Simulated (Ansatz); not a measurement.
hcp Zr was calculated with HSE06 in Ansatz (PAW).

Run with plane-wave cutoff 500 eV, 8×6×1 k mesh (along the axes of the cell as run), Fermi–Dirac smearing 0.1 eV, scalar-relativistic PAW data made under PBE.

The cell is the one relaxed with r²SCAN.

Task: Predict the surface energy of the (10-10) face and work function of the (10-10) face.

Result: 
surface energy of the (10-10) face: 1.93 J/m²
work function of the (10-10) face: 3.72 eV

Note: exact exchange on metals is sensitive to the k mesh and can open a false gap.

The slab of 8 atoms is relaxed and unreconstructed.

The computed numbers hold no vibrational or temperature effects.

Cost on a shared machine: very roughly 22 core-minutes.

Ansatz is a first-principles code.
